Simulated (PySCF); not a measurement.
**H2C–F⁺, singlet: the ladder up to RCCSDT(Q)**

Geometry: that of the H2C–F, doublet, kept fixed.

```json
{"atom": "C", "x (Å)": "0.0000", "y (Å)": "0.0000", "z (Å)": "0.7354"}
{"atom": "F", "x (Å)": "0.0000", "y (Å)": "0.0000", "z (Å)": "-0.5936"}
{"atom": "H", "x (Å)": "0.0000", "y (Å)": "0.9677", "z (Å)": "1.2129"}
{"atom": "H", "x (Å)": "0.0000", "y (Å)": "-0.9677", "z (Å)": "1.2129"}
```

Basis cc-pVDZ; PySCF 2.14.0. Correlated methods freeze the noble-gas cores, which leaves 12 electrons in 36 orbitals. Prefix R: restricted or restricted open-shell reference.

Full CI isn't at hand for all of this; RCCSDT(Q) serves as the reference, and is uncertain by the last step of the cluster series or more.

```
T1 diagnostic (ROHF- or RHF-based CCSD)             : 0.0271
largest doubles amplitude (ROHF- or RHF-based CCSD) : 0.064
```

```tsv
level	E − E(RHF) (eV)
RMP2	-8.2881
RCCSD	-8.7755
RCCSD(T)	-9.0093
```

(1) Estimate how far RCCSDT(Q) in cc-pVDZ lies from RCCSD(T). The table doesn't fix it; the size of (T) and the diagnostics are the guide.

(1) RCCSDT(Q) in cc-pVDZ lies 3.9 kJ/mol below RCCSD(T), which is 17 % of the (T) step (-22.6 kJ/mol). T1 is raised, but (T) still catches most of what CCSD lacks.

The other levels:

```json
{"level": "RCCSDT", "E − E(RCCSDT(Q)) (kJ/mol)": "1.8", "share of correlation (%)": "99.79", "wall time": "–"}
```

The correlation energy at RCCSDT(Q), counted from RHF, is -9.050 eV. That run took 89 s on 1 thread of Arm Neoverse V2, shared host.

Times are those of the correlated step on a shared host, with one SCF added for the restricted CCSD run; they ran on 1 thread of Arm Neoverse V2.
